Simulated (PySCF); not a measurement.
Cartesian coordinates (Å):
SMILES: FB(F)F
```xyz
4

F      1.1993    -0.5378     0.0007
B      0.0000     0.0000     0.0000
F     -1.0654    -0.7697    -0.0005
F     -0.1339     1.3075    -0.0001
```
Charge 0, multiplicity 1.

Task: What is the computed total energy, HOMO–LUMO gap and HOMO (PBE-D3(BJ)/def2-TZVP // r2SCAN-D4/def2-TZVP run with PySCF)?

Result: 
```json
{
 "total_energy": "-8827.00 eV",
 "HOMO–LUMO gap": "9.62 eV",
 "HOMO": "-9.99 eV"
}
```
